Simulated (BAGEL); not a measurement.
# HF/3-21G (density fitting with qzvpp-jkfit) run of [B2PH6]− (SMILES BP[BH3-])

What is the vertical ionisation energy of [B2PH6]− at HF/3-21G (density fitting with qzvpp-jkfit)? 

The calculation is run with BAGEL 1.2.2.

## (1) The molecule

[B2PH6]−: 9 atoms, total charge -1, spin state singlet. SMILES: `BP[BH3-]`. Geometry: relaxed at GFN2-xTB.

Bond lengths: B1–P2 1.809 Å, P2–B3 2.022 Å, B1–H4 1.183 Å, B1–H5 1.184 Å, P2–H6 1.389 Å, B3–H7 1.201 Å, B3–H8 1.203 Å, B3–H9 1.206 Å. Some angles: B1–P2–B3 109.4°, B1–P2–H6 101.2°, B3–P2–H6 104.6°, P2–B1–H4 119.0°, P2–B1–H5 122.6°, P2–B3–H7 106.9°, P2–B3–H8 105.4°, P2–B3–H9 107.0°, H4–B1–H5 117.9°, H7–B3–H8 112.4°.

## (2) The energy at HF/3-21G (density fitting with qzvpp-jkfit)

File job.json:

```json
{ "bagel" : [

{
  "title" : "molecule",
  "basis" : "3-21g",
  "df_basis" : "qzvpp-jkfit",
  "angstrom" : true,
  "geometry" : [
    { "atom" : "B", "xyz" : [      -1.048220,       0.924770,      -0.958900 ] },
    { "atom" : "P", "xyz" : [       0.653540,       0.543180,      -0.478640 ] },
    { "atom" : "B", "xyz" : [       0.663670,      -1.090890,       0.712500 ] },
    { "atom" : "H", "xyz" : [      -1.647740,       0.145020,      -1.615970 ] },
    { "atom" : "H", "xyz" : [      -1.545140,       1.981940,      -0.763540 ] },
    { "atom" : "H", "xyz" : [       0.935590,       1.601400,       0.376270 ] },
    { "atom" : "H", "xyz" : [       1.796500,      -1.247810,       1.078930 ] },
    { "atom" : "H", "xyz" : [       0.277510,      -1.994640,       0.019460 ] },
    { "atom" : "H", "xyz" : [      -0.085710,      -0.862970,       1.629880 ] }
  ]
},

{
  "title" : "hf",
  "charge" : -1
},

{
  "title" : "print",
  "file" : "orbitals.molden",
  "orbitals" : true
}

]}
```

The run is started by

```sh
$ BAGEL_NUM_THREADS=1 BAGEL job.json > job.out
```

The program printed:

```text
* using 1 threads per process

  ===============================================================
  ===============================================================

  *** Geometry ***

  { "atom" : "B", "xyz" : [     -1.980849,      1.747562,     -1.812058 ] },
  { "atom" : "P", "xyz" : [      1.235012,      1.026461,     -0.904499 ] },
  { "atom" : "B", "xyz" : [      1.254155,     -2.061483,      1.346430 ] },
  { "atom" : "H", "xyz" : [     -3.113777,      0.274048,     -3.053741 ] },
  { "atom" : "H", "xyz" : [     -2.919891,      3.745324,     -1.442881 ] },
  { "atom" : "H", "xyz" : [      1.768009,      3.026207,      0.711047 ] },
  { "atom" : "H", "xyz" : [      3.394893,     -2.358019,      2.038882 ] },
  { "atom" : "H", "xyz" : [      0.524418,     -3.769323,      0.036774 ] },
  { "atom" : "H", "xyz" : [     -0.161968,     -1.630777,      3.080027 ] },

  Number of auxiliary basis functions:      386

  Since a DF basis is specified, we compute 2- and 3-index integrals:
    o Being stored without compression. Storage requirement is 0.006 GB

  Number of basis functions:       43
  Number of electrons      :       31

    * METHOD: MOLECULE                             0.71

  *** RHF ***

  === Nuclear Repulsion ===
    86.0354946302

      * DIIS with orbital gradients will be used.

  === RHF iteration (3-21g) ===
      0       -391.48582429          0.01539969           0.14
      1       -391.53567707          0.00380937           0.17
      2       -391.53996114          0.00126846           0.05
      3       -391.54044868          0.00021113           0.08
      4       -391.54046878          0.00007386           0.16
      5       -391.54047246          0.00002085           0.15
      6       -391.54047282          0.00000723           0.11
      7       -391.54047286          0.00000188           0.03
      8       -391.54047286          0.00000063           0.09
      9       -391.54047286          0.00000020           0.07
     10       -391.54047286          0.00000009           0.10
     11       -391.54047286          0.00000004           0.09
     12       -391.54047286          0.00000001           0.08
     13       -391.54047286          0.00000000           0.13
    * SCF iteration converged.

    * Permanent dipole moment:
           (    0.348009,    -1.063495,     0.554840) a.u.

    * METHOD: HF                                   2.03

    * METHOD: PRINT                                0.01

  ===============================================================
```

It took 3.9 s on 1 thread of Intel Xeon at 2.50GHz (Skylake/Cascade Lake), shared host.

## (3) Doublet neutral B2PH6

File hf.json:

```json
{ "bagel" : [

{
  "title" : "molecule",
  "basis" : "3-21g",
  "df_basis" : "qzvpp-jkfit",
  "angstrom" : true,
  "geometry" : [
    { "atom" : "B", "xyz" : [   -1.048220,    0.924770,   -0.958900 ] },
    { "atom" : "P", "xyz" : [    0.653540,    0.543180,   -0.478640 ] },
    { "atom" : "B", "xyz" : [    0.663670,   -1.090890,    0.712500 ] },
    { "atom" : "H", "xyz" : [   -1.647740,    0.145020,   -1.615970 ] },
    { "atom" : "H", "xyz" : [   -1.545140,    1.981940,   -0.763540 ] },
    { "atom" : "H", "xyz" : [    0.935590,    1.601400,    0.376270 ] },
    { "atom" : "H", "xyz" : [    1.796500,   -1.247810,    1.078930 ] },
    { "atom" : "H", "xyz" : [    0.277510,   -1.994640,    0.019460 ] },
    { "atom" : "H", "xyz" : [   -0.085710,   -0.862970,    1.629880 ] }
  ]
},
{
  "title" : "uhf",
  "charge" : 0,
  "nopen" : 1
},
{
  "title" : "print",
  "file" : "orbitals.molden",
  "orbitals" : true
}

]}
```

The run is started by

```sh
$ BAGEL_NUM_THREADS=1 BAGEL hf.json > hf.out
```

The program printed:

```text
* using 1 threads per process

  ===============================================================
  ===============================================================

  *** Geometry ***

  { "atom" : "B", "xyz" : [     -1.980849,      1.747562,     -1.812058 ] },
  { "atom" : "P", "xyz" : [      1.235012,      1.026461,     -0.904499 ] },
  { "atom" : "B", "xyz" : [      1.254155,     -2.061483,      1.346430 ] },
  { "atom" : "H", "xyz" : [     -3.113777,      0.274048,     -3.053741 ] },
  { "atom" : "H", "xyz" : [     -2.919891,      3.745324,     -1.442881 ] },
  { "atom" : "H", "xyz" : [      1.768009,      3.026207,      0.711047 ] },
  { "atom" : "H", "xyz" : [      3.394893,     -2.358019,      2.038882 ] },
  { "atom" : "H", "xyz" : [      0.524418,     -3.769323,      0.036774 ] },
  { "atom" : "H", "xyz" : [     -0.161968,     -1.630777,      3.080027 ] },

  Number of auxiliary basis functions:      386

  Since a DF basis is specified, we compute 2- and 3-index integrals:
    o Being stored without compression. Storage requirement is 0.006 GB

  Number of basis functions:       43
  Number of electrons      :       31

    * METHOD: MOLECULE                             0.68

  *** Open-shell HF ***

  === Nuclear Repulsion ===
    86.0354946302

      * DIIS with orbital gradients will be used.

  === UHF iteration (3-21g) ===
      0       -391.38001950          0.02872921           0.12
      1       -391.43462651          0.00821049           0.12
      2       -391.44209046          0.00344907           0.17
      3       -391.44409939          0.00181746           0.21
      4       -391.44523946          0.00091047           0.30
      5       -391.44573946          0.00039092           0.17
      6       -391.44584591          0.00025199           0.23
      7       -391.44590308          0.00012722           0.30
      8       -391.44591701          0.00005586           0.13
      9       -391.44592044          0.00002044           0.14
     10       -391.44592107          0.00000793           0.09
     11       -391.44592116          0.00000334           0.19
     12       -391.44592118          0.00000148           0.10
     13       -391.44592118          0.00000079           0.12
     14       -391.44592118          0.00000054           0.16
     15       -391.44592118          0.00000041           0.20
     16       -391.44592118          0.00000027           0.16
     17       -391.44592118          0.00000014           0.18
     18       -391.44592118          0.00000006           0.15
     19       -391.44592118          0.00000002           0.25
     20       -391.44592118          0.00000001           0.21
    * SCF iteration converged.

    * S^2 (UHF) is 0.7587

    * Permanent dipole moment:
           (    0.235744,    -1.480511,     0.939193) a.u.

    * METHOD: UHF                                  4.26

    * METHOD: PRINT                                0.01

  ===============================================================
```

It took 6 s on 1 thread of Intel Xeon at 2.50GHz (Skylake/Cascade Lake), shared host.

## (4) Summary of results

At HF/3-21G (density fitting with qzvpp-jkfit):

| quantity | value |
| --- | --- |
| singlet [B2PH6]−: total energy | -391.54047 Eh |
| singlet [B2PH6]−: HOMO energy | -3.54 eV |
| singlet [B2PH6]−: LUMO energy | 7.23 eV |
| singlet [B2PH6]−: HOMO–LUMO gap (to an unbound level, set by the basis) | 10.77 eV |
| doublet neutral B2PH6: total energy | -391.44592 Eh |
| doublet neutral B2PH6: dipole moment | 4.50 D |
| doublet neutral B2PH6: ⟨S²⟩ | 0.759 |
| vertical detachment energy (to the doublet neutral) | 2.573 eV |

In words: Removing an electron at fixed nuclei costs 2.57 eV (59 kcal/mol). The negative HOMO energy of the first species, 3.54 eV, lies 0.97 eV above that difference.
